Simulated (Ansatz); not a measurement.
**C₂H₄O₂: up Jacob's ladder to CCSD(T)**

One table from this session's results is given with a row withheld; the runs are named, their logs left out.

The runs use Ansatz 0.2.0, Gaussian basis; functionals in def2-TZVPP, the program's frozen cores in correlated methods.

Plan: LDA (SPW92), PBE-D4, revPBE-D4, BLYP-D4, r2SCAN-D4, B97M-V, PBE0-D4, B3LYP-D4, r2SCANh-D4, r2SCAN0-D4, HSE06-D4, BHLYP-D4, CAM-B3LYP-D4, LC-ωPBE, ωB97X-V, ωB97M-V, B2PLYP, PBE-QIDH; CCSD(T)/def2-SVP; CCSD(T)/def2-TZVPP; MP2/def2-QZVPP; extrapolation to the limit; RPA on PBE.

## Structure used throughout

An earlier PBE0-D4 in a triple-zeta def2 set relaxation fixed the geometry.

SMILES `C1OCO1`, 8 atoms, charge 0, spin multiplicity 1.

Atoms are counted from 1 here; the program's logs count them from 0.

Bond lengths: C1–O2 1.417 Å, C1–O4 1.417 Å, C1–H5 1.098 Å, C1–H6 1.098 Å, O2–C3 1.417 Å, C3–O4 1.417 Å, C3–H7 1.098 Å, C3–H8 1.098 Å. Angles: O2–C1–O4 93.2°, O2–C1–H5 113.0°, O2–C1–H6 113.0°, O4–C1–H5 113.0°, O4–C1–H6 113.0°, H5–C1–H6 110.8°, C1–O2–C3 86.8°, O2–C3–O4 93.2°, O2–C3–H7 113.0°, O2–C3–H8 113.0°, O4–C3–H7 113.0°, O4–C3–H8 113.0°, H7–C3–H8 110.8°, C1–O4–C3 86.8°.

Set-up of the first run:

The input, in.yaml:

```yaml
crystal:
  periodic: [false, false, false]
  atoms:
    - {symbol: C, position_ang: [-0.012372, 0.897080, -0.368289]}
    - {symbol: O, position_ang: [-0.957454, 0.099382, 0.323726]}
    - {symbol: C, position_ang: [0.035275, -0.911534, 0.354024]}
    - {symbol: O, position_ang: [0.979491, -0.114747, -0.340217]}
    - {symbol: H, position_ang: [-0.332782, 1.155498, -1.386366]}
    - {symbol: H, position_ang: [0.278192, 1.797717, 0.188921]}
    - {symbol: H, position_ang: [-0.254545, -1.814049, -0.200408]}
    - {symbol: H, position_ang: [0.356293, -1.166648, 1.372809]}
basis:
  gaussian: {orbitals: def2-TZVPP}
hamiltonian: {xc: lda}
output: {orbitals: {seedname: orbitals}}
```

Started as:

```console
$ ansatz run in.yaml --threads 2 --pin off --events-out ev --progress --plain --max-ram 4352MiB
```

Among the steps run: LDA; PBE-D4 (GGA); revPBE-D4 (GGA); BLYP-D4 (GGA); r2SCAN-D4 (meta-GGA); B97M-V (meta-GGA); B3LYP-D4 (hybrid); r2SCANh-D4 (hybrid); r2SCAN0-D4 (hybrid); HSE06-D4 (hybrid); BHLYP-D4 (hybrid); CAM-B3LYP-D4 (range-separated); LC-ωPBE (range-separated); ωB97X-V (range-separated); ωB97M-V (range-separated); B2PLYP (double hybrid); PBE-QIDH (double hybrid).

One of the session's tables, all rows but one given; the rest of the session is left out.

It belongs to the step «Orbital energies across the functionals». 

| functional | HOMO (eV) | LUMO (eV) | gap (eV) |
| --- | --- | --- | --- |
| LDA (SPW92) | -5.78 | -0.40 | 5.39 |
| PBE-D4 | -5.71 | -0.12 | 5.59 |
| revPBE-D4 | -5.68 | 0.00 | 5.68 |
| BLYP-D4 | -5.67 | -0.04 | 5.63 |
| r2SCAN-D4 | -6.01 | 0.37 | 6.38 |
| B97M-V | -6.18 | 0.29 | 6.47 |
| PBE0-D4 | -7.28 | 1.02 | 8.30 |
| B3LYP-D4 | -7.08 | 0.69 | 7.78 |
| r2SCANh-D4 | -6.60 | 0.76 | 7.36 |
| r2SCAN0-D4 | -7.49 | 1.32 | 8.81 |
| HSE06-D4 | -6.87 | 0.63 | 7.50 |
| BHLYP-D4 | -8.84 | 2.04 | 10.89 |
| CAM-B3LYP-D4 | -8.75 | 2.05 | 10.80 |
| LC-ωPBE | -10.03 | 3.46 | 13.49 |
| ωB97X-V | ? | ? | ? |
| ωB97M-V | -9.66 | 2.94 | 12.60 |

Q: Estimate the row for ωB97X-V from the others.

The run gave: HOMO (eV): -9.73; LUMO (eV): 3.26; gap (eV): 12.99. In the column «HOMO (eV)» it lies between LC-ωPBE (-10.03) and ωB97M-V (-9.66).
